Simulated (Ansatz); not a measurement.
in.yaml

```yaml
crystal:
  periodic: [false, false, false]
  atoms:
    - {symbol: Si, position_ang: [0.000000, 0.000000, 0.000000]}
    - {symbol: O, position_ang: [0.000000, 0.000000, 1.723500]}
basis:
  gaussian: {orbitals: def2-SVPD}
magnetization: {spin_polarized: true, initial_magnetization: 2}
hamiltonian: {xc: {name: r2SCAN}}
correlation: {method: ccsd, electrons: outside_noble_gas}
accuracy: high
output: {forces: true}
```

```sh
$ ansatz run in.yaml --threads 1 --pin off --events-out ev --progress --plain --max-ram 2393MiB
```

Log:

```
772 factors; integrals over basis functions are off by at most 3.5e-9 eV
mean field evaluation 1: about -9904.2732 eV, gradient 4.7e1 eV
mean field evaluation 2: about -9904.2726 eV, gradient 4.7e1 eV
mean field evaluation 4: about -9912.5644 eV, gradient 1.6e1 eV
mean field evaluation 8: about -9914.7045 eV, gradient 2.2e-1 eV
mean field evaluation 16: about -9914.7039 eV, gradient 2.4e-4 eV
mean field evaluation 32: about -9914.7055 eV, gradient 1.1e0 eV
mean field evaluation 64: about -9914.7037 eV, gradient 1.4e-1 eV
mean field evaluation 96: about -9914.5304 eV, gradient 6.5e-1 eV
mean field evaluation 128: about -9914.7878 eV, gradient 4.4e-1 eV
mean field evaluation 160: about -9914.8231 eV, gradient 5.5e-1 eV
...
cycle  23  -6.64129439 eV  change   -2.1e-8 eV  update   6.0e-8
cycle  24  -6.64129440 eV  change   -5.0e-9 eV  update   4.8e-8
cycle  25  -6.64129441 eV  change   -9.5e-9 eV  update   3.3e-8
cycle  26  -6.64129411 eV  change    3.0e-7 eV  update   7.7e-8
cycle  27  -6.64129413 eV  change   -2.2e-8 eV  update   2.8e-8
cycle  28  -6.64129411 eV  change    2.3e-8 eV  update   1.1e-8
cycle  29  -6.64129411 eV  change  -9.4e-10 eV  update   6.2e-9
cycle  30  -6.64129411 eV  change    2.4e-9 eV  update   3.4e-9
cycle  31  -6.64129411 eV  change   7.8e-10 eV  update   1.7e-9
cycle  32  -6.64129411 eV  change   2.0e-10 eV  update  7.1e-10
the calculation of the forces begins
Total energy: -9899.21048466 eV, -363.7892753853 hartree
Atom 0 at     0.000000     0.000000     0.000000 Å, force     0.000000     0.000000    -0.958162 eV/Å
Atom 1 at     0.000000     0.000000     1.723500 Å, force     0.000000    -0.000000     0.958162 eV/Å
Dipole moment:     0.000000    -0.000000    -0.205304 e Å
```

Forces (eV/Å):
```
Si   0.000  0.000 -0.958
O    0.000  0.000  0.958
```

Ran on 1 thread of AMD EPYC 9R45, shared host: 18 s wall, 0.23 GiB peak host memory.
